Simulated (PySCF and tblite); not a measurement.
The numbers below are computed, except where a source is named.
System: C₃H₅O (charge -1), numbered as in [CH-:1]1[CH2:2][CH2:3][O:4]1.

Motion: pyramidal inversion at C1. GFN2-xTB gives an electronic barrier of 27.3 kcal/mol.

The ion is treated without a counter-ion.

BHandHLYP/pcSseg-1 + D3(BJ), IEF-PCM methanol on PBE0-D3(BJ)/def2-SVP geometries gives 26.6 kcal/mol and k(298 K) = 4.2×10⁻⁶ s⁻¹.

(1) What does PBE/pcSseg-1 + D3(BJ), IEF-PCM methanol give on PBE0-D3(BJ)/def2-SVP geometries?

Programs: tblite and PySCF.

Answers

(1) A barrier of 24.1 kcal/mol, 2.5 below the first DFT barrier (from unrounded values) and, with GFN2-xTB thermal terms, ΔG‡(298 K) = 22.3 kcal/mol and k = 0.00028 s⁻¹ (1 equivalent path).
